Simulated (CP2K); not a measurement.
# GFN1-xTB run of Si2NH6 (SMILES [SiH3][N][SiH3])

Aim: the energy change on altering one bond length of Si2NH6 at GFN1-xTB, from 2 runs. 

Program for the calculation: CP2K 2026.2.

## (1) The structure to begin with

Si2NH6 has 9 atoms, charge 0, and is taken as a doublet. As SMILES, `[SiH3][N][SiH3]`. The coordinates come from a PBE0-D4/def2-TZVP relaxation.

Bond lengths: Si1–N2 1.720 Å, N2–Si3 1.720 Å, Si1–H4 1.490 Å, Si1–H5 1.490 Å, Si1–H6 1.486 Å, Si3–H7 1.490 Å, Si3–H8 1.490 Å, Si3–H9 1.486 Å. Some angles: Si1–N2–Si3 137.8°, N2–Si1–H4 115.3°, N2–Si1–H5 105.5°, N2–Si1–H6 108.5°, N2–Si3–H7 105.6°, N2–Si3–H8 115.3°, N2–Si3–H9 108.4°, H4–Si1–H5 109.0°, H4–Si1–H6 108.9°, H5–Si1–H6 109.5°.

## (2) Energy and gradient at GFN1-xTB

Input file calc.inp:

```
&GLOBAL
    PROJECT_NAME calc
    RUN_TYPE ENERGY_FORCE
    PRINT_LEVEL MEDIUM
&END GLOBAL

&FORCE_EVAL
    METHOD QS
    &DFT
        MULTIPLICITY 2
        SPIN_POLARIZED T
        &QS
            METHOD XTB
            EPS_DEFAULT 1.0E-10
            &XTB
                GFN_TYPE TBLITE
                &TBLITE
                    METHOD GFN1
                &END TBLITE
                CHECK_ATOMIC_CHARGES F
            &END XTB
        &END QS
        &POISSON
            PERIODIC NONE
            POISSON_SOLVER ANALYTIC
        &END POISSON
        &SCF
            SCF_GUESS ATOMIC
            EPS_SCF 1.0E-07
            MAX_SCF 150
            ADDED_MOS 8
            &DIAGONALIZATION
                ALGORITHM STANDARD
            &END DIAGONALIZATION
            &MIXING
                METHOD DIRECT_P_MIXING
                ALPHA 0.4
            &END MIXING
            &SMEAR ON
                METHOD FERMI_DIRAC
                ELECTRONIC_TEMPERATURE [K] 300
            &END SMEAR
        &END SCF
        &PRINT
            &MOMENTS
                PERIODIC F
                REFERENCE COM
                MAX_MOMENT 1
            &END MOMENTS
            &MO ON
                ENERGIES T
                OCCUPATION_NUMBERS T
                NDIGITS 6
                &EACH
                    QS_SCF 0
                &END EACH
                ADD_LAST NUMERIC
            &END MO
            &HIRSHFELD OFF
            &END HIRSHFELD
        &END PRINT
    &END DFT
    &SUBSYS
        &CELL
            ABC 15.9 16.4 16.3
            PERIODIC NONE
        &END CELL
        &COORD
            Si     6.914450     9.312800     7.005850
            N      7.912850     8.696100     8.263850
            Si     8.453650     7.163100     8.827150
            H      6.024050     8.312600     6.351650
            H      7.851750     9.865400     5.988150
            H      6.080550    10.411000     7.560350
            H      9.875950     7.057200     8.396850
            H      7.700250     5.989000     8.302750
            H      8.382650     7.157400    10.311850
        &END COORD
    &END SUBSYS
    &PRINT
        &FORCES ON
        &END FORCES
    &END PRINT
&END FORCE_EVAL
```

The run is started by

```sh
$ OMP_NUM_THREADS=1 cp2k.psmp -i calc.inp > calc.out 2>&1
```

The log of the run, cut to the lines that bear on the results:

```text
CP2K| version string:                                       CP2K version 2026.2
[...]
 GLOBAL| Method name                                                        CP2K
[...]
 GLOBAL| Run type                                                   ENERGY_FORCE
[...]
                             - Atoms:                                          9
[...]
                             - Spherical basis functions:                     34
[...]
 Number of electrons:                                                         10
[...]
  *** SCF run converged in    17 steps ***
[...]
  Fermi energy:                                                -0.41954278371704
[...]
 TB_DIPOLE| Moment [Debye]         -0.02490454      -0.24738934      -0.27143752
 TB_DIPOLE| Derivative [a.u.]       0.00000000       0.00000000       0.00000000
[...]
 ENERGY| Total FORCE_EVAL ( QS ) energy [hartree]            -10.147578263680666
 FORCES| Atomic forces [hartree/bohr]
 FORCES|   Atom     x               y               z               |f|
 FORCES|      1 -5.24930119E-03  6.52176267E-03 -6.40168872E-03   1.05389833E-02
 FORCES|      2 -3.34505786E-03 -7.90482965E-03 -6.48668217E-03   1.07588470E-02
 FORCES|      3  4.90000606E-03 -7.52310490E-03  5.52966015E-03   1.05443970E-02
 FORCES|      4  6.81799773E-03  8.01374441E-03  4.97222179E-03   1.16373615E-02
 FORCES|      5 -6.06790112E-03 -4.19052010E-03  9.02033606E-03   1.16510234E-02
 FORCES|      6  7.46501170E-03 -8.24084411E-03 -2.76596739E-03   1.14581188E-02
 FORCES|      7 -1.09281714E-02  2.43745985E-03  3.18183925E-03   1.16400276E-02
 FORCES|      8  5.98825964E-03  9.00004303E-03  4.27926304E-03   1.16263546E-02
 FORCES|      9  4.19156443E-04  1.88628880E-03 -1.13289820E-02   1.14925894E-02
 FORCES| Sum    -1.42084695E-16 -5.07406617E-17  1.73472348E-17
 FORCES| Total atomic force                                       1.51867053E-16
[...]
```

Wall time 0.3 s (1 thread of Arm Neoverse V1, shared host).

## (3) The distorted shape at the same level

Input file molecule.inp:

```
&GLOBAL
   PROJECT_NAME molecule
   RUN_TYPE ENERGY_FORCE
   PRINT_LEVEL MEDIUM
&END GLOBAL

&FORCE_EVAL
   METHOD Quickstep
   &DFT
      CHARGE 0
      MULTIPLICITY 2
      SPIN_POLARIZED T
      &QS
         METHOD XTB
         EPS_DEFAULT 1.0E-10
         &XTB
            GFN_TYPE TBLITE
            &TBLITE
               METHOD GFN1
            &END TBLITE
            CHECK_ATOMIC_CHARGES F
         &END XTB
      &END QS
      &POISSON
         PERIODIC NONE
         POISSON_SOLVER ANALYTIC
      &END POISSON
      &SCF
         SCF_GUESS ATOMIC
         EPS_SCF 1.0E-07
         MAX_SCF 150
         ADDED_MOS 8
         &DIAGONALIZATION
            ALGORITHM STANDARD
         &END DIAGONALIZATION
         &MIXING
            METHOD DIRECT_P_MIXING
            ALPHA 0.4
         &END MIXING
         &SMEAR ON
            METHOD FERMI_DIRAC
            ELECTRONIC_TEMPERATURE [K] 300
         &END SMEAR
      &END SCF
      &PRINT
         &MOMENTS
            PERIODIC F
            REFERENCE COM
            MAX_MOMENT 1
         &END MOMENTS
         &MO ON
            ENERGIES T
            OCCUPATION_NUMBERS T
            NDIGITS 6
            &EACH
               QS_SCF 0
            &END EACH
            ADD_LAST NUMERIC
         &END MO
         &HIRSHFELD OFF
         &END HIRSHFELD
      &END PRINT
   &END DFT
   &SUBSYS
      &CELL
         ABC [angstrom] 16 16.4 16.3
         PERIODIC NONE
      &END CELL
      &COORD
         Si     6.893339     9.312800     7.005850
         N      7.891739     8.696100     8.263850
         Si     8.432539     7.163100     8.827150
         H      6.002939     8.312600     6.351650
         H      7.830639     9.865400     5.988150
         H      6.059439    10.411000     7.560350
         H      9.997061     7.046611     8.353822
         H      7.679139     5.989000     8.302750
         H      8.361539     7.157400    10.311850
      &END COORD
   &END SUBSYS
   &PRINT
      &FORCES ON
      &END FORCES
   &END PRINT
&END FORCE_EVAL
```

The run is started by

```sh
$ OMP_NUM_THREADS=1 cp2k.psmp -i molecule.inp > molecule.out 2>&1
```

The log of the run, cut to the lines that bear on the results:

```text
CP2K| version string:                                       CP2K version 2026.2
[...]
 GLOBAL| Method name                                                        CP2K
[...]
 GLOBAL| Run type                                                   ENERGY_FORCE
[...]
                             - Atoms:                                          9
[...]
                             - Spherical basis functions:                     34
[...]
 Number of electrons:                                                         10
[...]
  *** SCF run converged in    18 steps ***
[...]
  Fermi energy:                                                -0.41878347425623
[...]
 TB_DIPOLE| Moment [Debye]         -0.12643572      -0.30669028      -0.18660318
 TB_DIPOLE| Derivative [a.u.]       0.00000000       0.00000000       0.00000000
[...]
 ENERGY| Total FORCE_EVAL ( QS ) energy [hartree]            -10.139842146683447
 FORCES| Atomic forces [hartree/bohr]
 FORCES|   Atom     x               y               z               |f|
 FORCES|      1 -4.86903333E-03  6.39692480E-03 -6.20743590E-03   1.01567905E-02
 FORCES|      2 -1.94865394E-03 -9.21744573E-03 -6.44643112E-03   1.14155610E-02
 FORCES|      3  2.75954731E-02 -7.89740919E-03 -1.86626926E-03   2.87639039E-02
 FORCES|      4  6.77617760E-03  8.01499786E-03  4.98438954E-03   1.16189893E-02
 FORCES|      5 -6.12373063E-03 -4.15959410E-03  8.94832739E-03   1.16135638E-02
 FORCES|      6  7.46344827E-03 -8.27258903E-03 -2.77885808E-03   1.14830676E-02
 FORCES|      7 -3.81490906E-02  4.34923443E-03  1.14094792E-02   4.00555260E-02
 FORCES|      8  7.40419622E-03  8.89793251E-03  3.68704264E-03   1.21486463E-02
 FORCES|      9  1.85121324E-03  1.88794845E-03 -1.17302444E-02   1.20245571E-02
 FORCES| Sum     1.23815888E-16  7.17741838E-17 -1.24900090E-16
 FORCES| Total atomic force                                       1.89952468E-16
[...]
```

It took 0.3 s on 1 thread of Arm Neoverse V1, shared host.

## (4) Outcome

At GFN1-xTB:

| quantity | value |
| --- | --- |
| first shape: total energy | -10.14758 Eh |
| first shape: dipole moment (from atomic charges alone) | 0.37 D |
| first shape: HOMO energy (highest over α and β) | -11.52 eV |
| first shape: LUMO energy (lowest over α and β) | -11.31 eV |
| first shape: largest force on an atom | 0.599 eV/Å |
| distorted shape: total energy | -10.13984 Eh |
| distorted shape: dipole moment (from atomic charges alone) | 0.38 D |
| distorted shape: HOMO energy (highest over α and β) | -11.50 eV |
| distorted shape: LUMO energy (lowest over α and β) | -11.29 eV |
| distorted shape: largest force on an atom | 2.060 eV/Å |
| energy change with the Si3–H7 bond stretched from 1.490 to 1.639 Å | 0.211 eV |

With the Si3–H7 bond stretched from 1.490 to 1.639 Å the energy rises by 0.21 eV (20.3 kJ/mol). The first shape isn't relaxed at this level, so the change isn't measured from a minimum. The largest force (first shape) is 0.60 eV/Å: the shape isn't a stationary point for this species at this level. The dipole (first shape) comes from point charges on the atoms alone, without atomic dipoles, so it is partial. The dipole (distorted shape) comes from point charges on the atoms alone, without atomic dipoles, so it is partial.
